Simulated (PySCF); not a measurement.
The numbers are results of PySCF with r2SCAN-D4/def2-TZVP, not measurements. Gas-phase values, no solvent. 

Reference species (SMILES): `ClB(Cl)Cl` (neutral, multiplicity 1).

- HOMO–LUMO gap: 5.66 eV
- LUMO: -2.36 eV
- HOMO: -8.02 eV

After one change: the HOMO–LUMO gap rises by 0.63 eV; the LUMO decreases by 0.17 eV; the HOMO decreases by 0.80 eV.

### Question
Name the change that produced these shifts. The new species is one of these.
A) `B`
B) `BCl`
C) `ClBCl`

### Answer
A, `B`
